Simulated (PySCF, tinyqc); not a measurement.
Worked calculation: RKS/BP86 in the sto-3g basis, for CH2, spin multiplicity 1. The lowest restricted solution is unstable here: a spin-polarised one lies 0.0194 hartree lower (PySCF). One step of it, computed by the program tinyqc.

Task: Orthogonalisation. S = U s U^T; symmetric (Loewdin) form X = U s^(-1/2) U^T, so that X^T S X = 1.

overlap S, lower triangle:
```
           1C 1s     1C 2s    1C 2px     1C 2py    1C 2pz     2H 1s     3H 1s
1C 1s   1.000000
1C 2s   0.248362  1.000000
1C 2px  0.000000  0.000000  1.000000
1C 2py  0.000000  0.000000  0.000000   1.000000
1C 2pz  0.000000  0.000000  0.000000   0.000000  1.000000
2H 1s   0.027698  0.309494  0.000000   0.296949  0.151359  1.000000
3H 1s   0.027698  0.309494  0.000000  -0.296949  0.151359  0.043043  1.000000
```

Give: eigenvalues of S; X.

Result:

eigenvalues of S: 0.4938  0.5580  0.8893  1.0000  1.0882  1.3990  1.5717

X, lower triangle:
```
          1C 1s    1C 2s  1C 2px   1C 2py   1C 2pz    2H 1s   3H 1s
1C 1s    1.0258
1C 2s   -0.1402   1.1130
1C 2px   0.0000   0.0000  1.0000
1C 2py   0.0000   0.0000  0.0000   1.0795
1C 2pz  -0.0052   0.0422  0.0000   0.0000   1.0201
2H 1s    0.0188  -0.1808  0.0000  -0.1742  -0.0863   1.0928
3H 1s    0.0188  -0.1808  0.0000   0.1742  -0.0863  -0.0119  1.0928
```
